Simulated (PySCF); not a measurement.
**Basis-set dependence of population analyses: `SC1CCCC1`**

Species: C5H10S.
Cartesian coordinates in Å at the PBE0-D3(BJ)/def2-SVP level; atoms count from 1:
```
atom  x, y, z in Å
S1     2.264    0.749   -0.458
C2     1.099   -0.441    0.304
C3     0.128    0.208    1.291
C4    -1.001    0.765    0.410
C5    -0.982   -0.083   -0.886
C6     0.156   -1.099   -0.703
H7     1.334    1.563   -1.004
H8     1.771   -1.165    0.789
H9    -0.266   -0.580    1.955
H10    0.608    0.966    1.925
H11   -1.972    0.723    0.924
H12   -0.823    1.827    0.181
H13   -1.943   -0.584   -1.073
H14   -0.793    0.553   -1.765
H15    0.659   -1.374   -1.641
H16   -0.235   -2.027   -0.251
```

PBE0 throughout (PySCF), one geometry, spherical d and f functions. Isolated species at its PBE0-D3(BJ)/def2-SVP geometry (one conformer only). Atoms taken as equivalent share a column and are averaged. The first 7 of 10 kinds of atom are listed.

Mulliken charges (e):

| basis | functions | S1 | C2 | C3/C6 | C4/C5 | H7 | H8 | H9/H16 |
| --- | --- | --- | --- | --- | --- | --- | --- | --- |
| STO-3G | 44 | +0.062 | -0.134 | -0.148 | -0.149 | -0.019 | +0.081 | +0.075 |
| 6-31G | 78 | +0.047 | -0.461 | -0.303 | -0.335 | +0.058 | +0.220 | +0.174 |
| 6-31G* | 108 | -0.087 | -0.325 | -0.326 | -0.347 | +0.107 | +0.209 | +0.175 |
| def2-SVP | 138 | -0.080 | -0.305 | +0.021 | -0.075 | +0.073 | +0.082 | +0.041 |
| 6-311+G(2d,p) | 230 | -0.323 | +0.494 | -0.427 | -0.338 | +0.102 | +0.128 | +0.139 |
| def2-TZVP | 252 | -0.263 | -0.029 | -0.165 | -0.272 | +0.146 | +0.115 | +0.100 |

IAO charges (e):

```json
{"basis": "STO-3G", "functions": "44", "S1": "+0.070", "C2": "-0.218", "C3/C6": "-0.264", "C4/C5": "-0.261", "H7": "+0.012", "H8": "+0.135", "H9/H16": "+0.131"}
{"basis": "6-31G", "functions": "78", "S1": "-0.113", "C2": "-0.177", "C3/C6": "-0.273", "C4/C5": "-0.279", "H7": "+0.088", "H8": "+0.163", "H9/H16": "+0.140"}
{"basis": "6-31G*", "functions": "108", "S1": "-0.085", "C2": "-0.173", "C3/C6": "-0.260", "C4/C5": "-0.266", "H7": "+0.072", "H8": "+0.151", "H9/H16": "+0.132"}
{"basis": "def2-SVP", "functions": "138", "S1": "-0.080", "C2": "-0.173", "C3/C6": "-0.255", "C4/C5": "-0.261", "H7": "+0.075", "H8": "+0.148", "H9/H16": "+0.128"}
{"basis": "6-311+G(2d,p)", "functions": "230", "S1": "-0.092", "C2": "-0.177", "C3/C6": "-0.268", "C4/C5": "-0.273", "H7": "+0.082", "H8": "+0.153", "H9/H16": "+0.134"}
{"basis": "def2-TZVP", "functions": "252", "S1": "-0.086", "C2": "-0.179", "C3/C6": "-0.267", "C4/C5": "-0.273", "H7": "+0.080", "H8": "+0.153", "H9/H16": "+0.134"}
```

Hirshfeld charges (e):

```json
{"basis": "STO-3G", "functions": "44", "S1": "-0.037", "C2": "+0.006", "C3/C6": "-0.024", "C4/C5": "-0.021", "H7": "+0.015", "H8": "+0.015", "H9/H16": "+0.011"}
{"basis": "6-31G", "functions": "78", "S1": "-0.103", "C2": "-0.010", "C3/C6": "-0.063", "C4/C5": "-0.060", "H7": "+0.047", "H8": "+0.047", "H9/H16": "+0.034"}
{"basis": "6-31G*", "functions": "108", "S1": "-0.108", "C2": "-0.012", "C3/C6": "-0.062", "C4/C5": "-0.060", "H7": "+0.050", "H8": "+0.046", "H9/H16": "+0.034"}
{"basis": "def2-SVP", "functions": "138", "S1": "-0.063", "C2": "-0.018", "C3/C6": "-0.074", "C4/C5": "-0.068", "H7": "+0.044", "H8": "+0.042", "H9/H16": "+0.037"}
{"basis": "6-311+G(2d,p)", "functions": "230", "S1": "-0.058", "C2": "-0.037", "C3/C6": "-0.081", "C4/C5": "-0.075", "H7": "+0.046", "H8": "+0.047", "H9/H16": "+0.041"}
{"basis": "def2-TZVP", "functions": "252", "S1": "-0.062", "C2": "-0.032", "C3/C6": "-0.081", "C4/C5": "-0.075", "H7": "+0.046", "H8": "+0.047", "H9/H16": "+0.041"}
```

ESP-fitted charges (e):

```json
{"basis": "STO-3G", "functions": "44", "S1": "-0.233", "C2": "+0.073", "C3/C6": "-0.165", "C4/C5": "-0.087", "H7": "+0.160", "H8": "+0.060", "H9/H16": "+0.068"}
{"basis": "6-31G", "functions": "78", "S1": "-0.421", "C2": "-0.042", "C3/C6": "-0.133", "C4/C5": "-0.073", "H7": "+0.263", "H8": "+0.165", "H9/H16": "+0.068"}
{"basis": "6-31G*", "functions": "108", "S1": "-0.356", "C2": "-0.081", "C3/C6": "-0.144", "C4/C5": "-0.077", "H7": "+0.234", "H8": "+0.175", "H9/H16": "+0.078"}
{"basis": "def2-SVP", "functions": "138", "S1": "-0.325", "C2": "-0.044", "C3/C6": "-0.137", "C4/C5": "-0.047", "H7": "+0.219", "H8": "+0.146", "H9/H16": "+0.070"}
{"basis": "6-311+G(2d,p)", "functions": "230", "S1": "-0.330", "C2": "-0.050", "C3/C6": "-0.157", "C4/C5": "-0.065", "H7": "+0.212", "H8": "+0.166", "H9/H16": "+0.081"}
{"basis": "def2-TZVP", "functions": "252", "S1": "-0.328", "C2": "-0.024", "C3/C6": "-0.160", "C4/C5": "-0.063", "H7": "+0.209", "H8": "+0.153", "H9/H16": "+0.079"}
```

Some averages cover members that differ in this geometry, most widely: C4/C5, ESP-fitted in 6-311+G(2d,p) -0.086 to -0.044; C4/C5, ESP-fitted in def2-TZVP -0.084 to -0.043; C4/C5, ESP-fitted in def2-SVP -0.063 to -0.032; C4/C5, ESP-fitted in 6-31G* -0.092 to -0.062 e.

Question: Which scheme is steadiest as the basis changes?

Answer: Largest range over the bases for any column: Hirshfeld 0.07 e, IAO 0.18 e, ESP-fitted 0.19 e, Mulliken 0.95 e. Hirshfeld charges move least and Mulliken charges most, counted in e. Without the minimal STO-3G basis the ranges are Hirshfeld 0.05, IAO 0.03, ESP-fitted 0.10, Mulliken 0.95 e.

Question: How much do the charges still move between the two largest bases, 6-311+G(2d,p) and def2-TZVP?

Answer: At most, over all atoms: Mulliken 0.523 e, IAO 0.006 e, Hirshfeld 0.005 e, ESP-fitted 0.026 e.

Question: What do the same runs give for the total energy, the frontier levels and the dipole moment?

Answer: 
```csv
basis,energy (Eh),HOMO (eV),LUMO (eV),μ (D)
STO-3G,-587.6650,-3.25,6.62,1.14
6-31G,-594.2689,-6.61,1.24,2.38
6-31G*,-594.3417,-6.54,1.04,2.06
def2-SVP,-594.1031,-6.53,0.96,1.76
"6-311+G(2d,p)",-594.4308,-6.67,0.04,1.92
def2-TZVP,-594.4462,-6.66,0.52,1.85
```

The dipole is fixed by the density alone, so its range of 1.24 D shows that the density itself changes with the basis, not only its division among atoms.
